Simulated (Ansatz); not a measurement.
# Sr2CdPt2: computed properties

All numbers below come from DFT PBEsol, scalar-relativistic, plane waves, PAW (Ansatz 0.2.0).

Cutoff 420 eV; k points 10×10×10 on the computed 5-atom cell (Γ-centred); Gaussian smearing, width 0.10 eV; no spin polarisation.

The structure is relaxed at this level of theory with its symmetry kept.

Space group Immm (No. 71). a = 4.527 Å, b = 5.869 Å, c = 9.083 Å, α = 90.00°, β = 90.00°, γ = 90.00°
```
atom site symmetry x y z
  Sr    4j mm2  0.0000  0.5000  0.2001
  Cd    2a mmm  0.0000  0.0000  0.0000
  Pt    4h m2m  0.5000  0.7297  0.0000
```

| Item | Value |
| --- | --- |
| Space group | Immm (No. 71) |
| Volume per atom | 24.13 Å³ |
| Formation energy from the elements' standard states (uncorrected) | -0.705 eV/atom |
| Kohn–Sham band gap | none (metal) |
| Density of states at the Fermi level | 2.48 states/eV per cell |
| Bulk modulus | 70 GPa |
| Its pressure derivative | 4.7 |
| Bader charges (e) | Sr (2 in the cell) 1.26, Cd (1 in the cell) -0.07, Pt (2 in the cell) -1.22 |

Spin-orbit coupling is left out, which matters for the bands of heavy elements.

Cost: 7 runs of about 29 core-minutes in all, on Arm Neoverse V1 (shared hosts).